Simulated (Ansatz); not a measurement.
Energy needed to pull apart SiH3O (SMILES O[SiH2]), doublet, into free ground-state atoms, from the structure below (displaced at random from a GFN2-xTB minimum); no zero-point or spin–orbit terms; open-shell atoms are treated unrestricted, in their ground-state multiplicity.

```json
{"atom": "O1", "x (Å)": "0.5514", "y (Å)": "-0.3993", "z (Å)": "0.8028"}
{"atom": "Si2", "x (Å)": "-0.0004", "y (Å)": "0.3532", "z (Å)": "-0.5427"}
{"atom": "H3", "x (Å)": "0.7426", "y (Å)": "-1.3665", "z (Å)": "0.8141"}
{"atom": "H4", "x (Å)": "-1.2410", "y (Å)": "-0.2636", "z (Å)": "-1.0231"}
{"atom": "H5", "x (Å)": "-0.0449", "y (Å)": "1.7201", "z (Å)": "-0.0794"}
```

Computed with Ansatz 0.2.0 (basis: def2-TZVPP); correlated methods freeze the cores; orbitals are unrestricted.

```
    method  atomization energy (kcal/mol)
    PBE-D4                              ?
 r2SCAN-D4                          364.5
   PBE0-D4                              ?
r2SCANh-D4                          361.6
  HSE06-D4                          356.9
   wB97M-V                          362.0
        HF                          261.4
       MP2                          357.4
      CCSD                          348.3
   CCSD(T)                          352.6
```

What does PBE-D4 give? (Judge from chemistry; the value comes from the calculation.)

Computed: 363.4 kcal/mol, which is about 10.8 kcal/mol more than CCSD(T)/def2-TZVPP.

What does PBE0-D4 give? (Judge from chemistry; the value comes from the calculation.)

By the calculation: 356.7 kcal/mol, which is about 4.1 kcal/mol more than CCSD(T)/def2-TZVPP.

In triple zeta the MP2 and coupled-cluster atomization energies are still short of their basis limit by a few kcal/mol a bond, whereas those of the functionals are nearly converged, so these differences are not deviations from converged CCSD(T).

T1 diagnostic: at most 0.015. ⟨S²⟩ of the unrestricted Hartree–Fock references: 0.75 (a pure state has 0.75).

For scale, one of the runs: CCSD(T)/def2-TZVPP forces, 115 basis functions (an equivalent command: `ansatz run in.yaml --threads 4`). Hardware: 4 CPU threads, shared host. Wall time 19 s; peak host memory 1.6 GiB.
